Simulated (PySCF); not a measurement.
Towards the basis-set limit for SiO

State: ¹Σ⁺, singlet, closed shell. De refers to Si + O. RHF-based CCSD(T) in PySCF 2.14 with Si cc-pV(T+d)Z, O cc-pVTZ and Si cc-pV(Q+d)Z, O cc-pVQZ (frozen core orbitals: 6; no relativity). Correlation energies are extrapolated as n⁻³ (n = 3, 4), Hartree–Fock as (n+1)·exp(−9√n). CV is the change on freezing 1 orbitals instead, in Si cc-pwCVTZ, O cc-pwCVTZ. SR is the spin-free X2C energy in Si cc-pVTZ-DK, O cc-pVTZ-DK less the non-relativistic one in Si cc-pVTZ, O cc-pVTZ.

```csv
Level,Re (Å),ωe (cm⁻¹),ωexe (cm⁻¹),αe (cm⁻¹),De (eV)
CCSD(T)/TZ,1.5189,1232.7,5.85,0.00492,7.934
CCSD(T)/QZ,1.5170,1236.8,5.78,0.00489,8.153
HF/CBS,1.4767,1407.7,4.98,0.00425,4.853
MP2/CBS,1.5256,1199.7,5.65,0.00501,8.868
CCSD/CBS,1.5046,1294.3,5.15,0.00452,7.921
CCSD(T)/CBS,1.5159,1241.1,5.70,0.00485,8.285
CCSD(T)/CBS+CV,1.5122,1245.5,5.72,0.00488,8.318
CCSD(T)/CBS+CV+SR,1.5118,1244.1,5.72,0.00489,8.307
```

Question: How much is left between CCSD(T)/QZ and the basis-set limit, and how much do the triples give at the limit?

Answer: CCSD(T)/CBS less CCSD(T)/QZ: -1.1 mÅ in Re, +4.3 cm⁻¹ in ωe and +0.132 eV in De. CCSD(T)/CBS less CCSD/CBS: +11.3 mÅ in Re, -53.2 cm⁻¹ in ωe and +0.364 eV in De.

Question: What do the later terms add?

Answer: CV: -3.7 mÅ in Re, +4.4 cm⁻¹ in ωe and +0.033 eV in De; SR: -0.4 mÅ in Re, -1.4 cm⁻¹ in ωe and -0.011 eV in De, each against the row above.

The T1 diagnostic is 0.027, large enough to doubt a single reference. The open-shell atoms are computed with UHF. Spin–orbit coupling, excitations beyond (T) and corrections to the Born–Oppenheimer picture are left out.

The whole job (state search and all basis sets along the bond) took about 4 min on 4 threads of Intel Xeon Platinum 8488C (shared host), peak memory 3.3 GiB.
